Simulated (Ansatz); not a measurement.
# CH₅N (singlet): wave-function methods side by side, cc-pVTZ

Aim: climb from Hartree-Fock through coupled cluster for CH₅N (singlet) at one geometry and basis, and see what each rung misses.

Method: cc-pVTZ, core rule «outside noble gas», up to 2 orbitals frozen; program: Ansatz 0.2.0, Gaussian basis.

The runs, in order: UHF; CCSD(T) on RHF; BCCD(T) on RHF; CCSDT(Q) on RHF.

### Step 1. The geometry

The geometry is a PBE0/def2-TZVP stationary point (not a proven minimum).

7 atoms, charge 0, spin multiplicity 1.

Atoms are counted from 1 here; the program's logs count them from 0.

Bond lengths: N1–C2 1.453 Å, N1–H3 1.012 Å, N1–H4 1.012 Å, C2–H5 1.092 Å, C2–H6 1.100 Å, C2–H7 1.092 Å. Angles: C2–N1–H3 110.6°, C2–N1–H4 110.6°, H3–N1–H4 106.7°, N1–C2–H5 109.4°, N1–C2–H6 115.4°, N1–C2–H7 109.4°, H5–C2–H6 107.7°, H5–C2–H7 106.9°, H6–C2–H7 107.7°.

### Step 2. UHF

in.yaml reads:

```yaml
crystal:
  periodic: [false, false, false]
  atoms:
    - {symbol: N, position_ang: [-0.097362, 0.000000, 0.713035]}
    - {symbol: C, position_ang: [0.041418, 0.000000, -0.733383]}
    - {symbol: H, position_ang: [0.353629, -0.812055, 1.114376]}
    - {symbol: H, position_ang: [0.353629, 0.812055, 1.114376]}
    - {symbol: H, position_ang: [-0.461710, 0.877718, -1.145362]}
    - {symbol: H, position_ang: [1.075600, 0.000000, -1.107566]}
    - {symbol: H, position_ang: [-0.461710, -0.877718, -1.145362]}
basis:
  gaussian: {orbitals: cc-pVTZ}
magnetization: {spin_polarized: true, initial_magnetization: 0}
hamiltonian: {xc: hf}
output: {orbitals: {seedname: orbitals}}
```

Started as:

```sh
$ ansatz run in.yaml --threads 1 --pin off --events-out ev --progress --plain --max-ram 2816MiB --backend cpu
```

After this run come: CCSD(T) on RHF; BCCD(T) on RHF; CCSDT(Q) on RHF.

Q: Predict the results of all the runs planned. Wanted: RCCSDT(Q) from the RHF energy; RMP2 from RCCSDT(Q); RCCSD from RCCSDT(Q); RCCSD(T) from RCCSDT(Q); T1 diagnostic.

**Answer**, as computed:

```
                         quantity                      value
    RCCSDT(Q) from the RHF energy                -12.0877 eV
              RMP2 from RCCSDT(Q)            +25.03 kcal/mol
             RCCSD from RCCSDT(Q)             +9.82 kcal/mol
          RCCSD(T) from RCCSDT(Q)             +0.57 kcal/mol
levels within 1 kcal/mol (43 meV)  RCCSD(T), BCCD(T), RCCSDT
                    T1 diagnostic                      0.007
```

RCCSD(T) lands +0.57 kcal/mol from the yardstick (0.2 % of the correlation energy). These misses are within one basis, not against nature.
